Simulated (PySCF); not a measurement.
Spin states of NaO

Unrestricted PBE0; basis Na aug-cc-pVDZ, O aug-cc-pVDZ; no relativity; PySCF 2.14. Outer shells of the fragments: Na 3s1; O 2s2 2p4.

Followed along the bond (rough minima from three points):

| 2Ms+1 | unpaired | ⟨S²⟩ at the start | R at minimum (Å) | Te (eV) |
| --- | --- | --- | --- | --- |
| 2 | π ↑ | 0.76 | 2.07 | 0.00 |
| 2 | σ ↑ | 0.76 | 1.97 | 0.32 |
| 4 | σ ↑, π ↑↑ | 3.75 | none in the scan | ≤ 2.67 |

Solutions found at the starting distance of 2.175 Å, counted from the lowest of them; the search is not exhaustive and high or unbound solutions are not listed, so other states can lie among these:

```json
{"2Ms+1": "2", "unpaired": "π ↑", "term": "²Π", "E (eV)": "0.00", "⟨S²⟩": "0.76", "⟨Lz²⟩": "1.01", "μ (D)": "-8.52"}
{"2Ms+1": "2", "unpaired": "σ ↑", "term": "²Σ⁺", "E (eV)": "0.42", "⟨S²⟩": "0.76", "⟨Lz²⟩": "0.00", "μ (D)": "-9.05"}
{"2Ms+1": "4", "unpaired": "σ ↑, π ↑↑", "term": "⁴Σ⁻", "E (eV)": "2.75", "⟨S²⟩": "3.75", "⟨Lz²⟩": "0.00", "μ (D)": "2.11"}
{"2Ms+1": "2", "unpaired": "σ ↓, π ↑↑", "term": "mixed", "E (eV)": "2.81", "⟨S²⟩": "1.75", "⟨Lz²⟩": "0.00", "μ (D)": "2.48"}
{"2Ms+1": "4", "unpaired": "σ ↑↑, π ↑", "term": "⁴Π", "E (eV)": "3.02", "⟨S²⟩": "3.75", "⟨Lz²⟩": "1.01", "μ (D)": "2.26"}
{"2Ms+1": "2", "unpaired": "σ ↑, π ↑↓", "term": "mixed", "E (eV)": "3.55", "⟨S²⟩": "1.75", "⟨Lz²⟩": "2.01", "μ (D)": "2.28"}
{"2Ms+1": "4", "unpaired": "π ↑↑↑", "term": "⁴Π", "E (eV)": "4.36", "⟨S²⟩": "3.75", "⟨Lz²⟩": "1.00", "μ (D)": "0.67"}
{"2Ms+1": "4", "unpaired": "σ ↑, π ↑↑", "term": "mixed", "E (eV)": "4.67", "⟨S²⟩": "3.75", "⟨Lz²⟩": "2.00", "μ (D)": "0.80"}
{"2Ms+1": "4", "unpaired": "σ ↑, π ↑↑", "term": "mixed", "E (eV)": "4.74", "⟨S²⟩": "3.75", "⟨Lz²⟩": "2.00", "μ (D)": "1.15"}
{"2Ms+1": "4", "unpaired": "π ↑↑, δ ↑", "term": "⁴Δ", "E (eV)": "6.46", "⟨S²⟩": "3.75", "⟨Lz²⟩": "4.00", "μ (D)": "0.41"}
```

A term symbol is given only where ⟨S²⟩ and ⟨Lz²⟩ are close to those of a pure state; real π, δ and φ orbitals otherwise mix terms. A positive dipole means Na(−)O(+).

Q: Compare the gap between the two lowest followed solutions at the starting distance with the gap between their minima.

A: At PBE0 the second solution (doublet, unpaired electrons σ ↑) lies +0.42 eV from the first (doublet, unpaired electrons π ↑) at 2.175 Å and +0.32 eV at the minima; the two curves relax by different amounts, since their minima lie near 1.97 and 2.07 Å.

The measured ground state is X ²Π (Huber and Herzberg, Constants of Diatomic Molecules (1979)).

Counting both spins, an empty level lies below a filled one in some of these solutions, because spin and occupation are held.
